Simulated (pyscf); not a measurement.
PH₂• (SMILES [PH2]) + H₂O (SMILES O) → PH₂• (SMILES [PH2]) + H₂O (SMILES O) (four-centre exchange; doublet surface; H–P, H–O broken, H–P, H–O formed). Structures and frequencies: ωB97X-D3(BJ)/def2-SVP in PySCF. Correlated levels are frozen-core, on RHF or UHF. ΔMP2 is the change of the MP2 total energy from the triple- to the quadruple-zeta basis. Energies in kcal/mol from the separated reactants.

```json
[
 {"level": "PBE/def2-TZVP", "barrier": "47.8", "reaction energy": "0.0"},
 {"level": "r²SCAN/def2-TZVP", "barrier": "52.8", "reaction energy": "0.0"},
 {"level": "B3LYP-D3(BJ)/def2-TZVP", "barrier": "55.1", "reaction energy": "0.0"},
 {"level": "PBE0-D3(BJ)/def2-TZVP", "barrier": "52.4", "reaction energy": "0.0"},
 {"level": "MP2/def2-QZVPP", "barrier": "?", "reaction energy": "0.0"},
 {"level": "CCSD(T)/def2-TZVPP", "barrier": "59.5", "reaction energy": "0.0"},
 {"level": "CCSD(T)/def2-TZVPP + ΔMP2(QZVPP)", "barrier": "?", "reaction energy": "0.0"}
]
```

Q: Complete the blanks.

A: 
- MP2/def2-QZVPP, barrier: 58.0
- CCSD(T)/def2-TZVPP + ΔMP2(QZVPP), barrier: 59.2

Of the functionals in the table, B3LYP-D3(BJ) is closest to CCSD(T)/def2-TZVPP + ΔMP2(QZVPP) in the barrier (4.0 kcal/mol apart) and PBE least close (11.4 kcal/mol); that level has limits of its own. The same reactants have a lower exit, to HO–PH₂ + H• (barrier +44.4 kcal/mol at ωB97M-D3(BJ), against +56.0 kcal/mol here). This is the saddle that the search found; another between the same sides may lie lower. The CCSD(T) − MP2 part came from Ansatz, without density fitting, on the same reference.
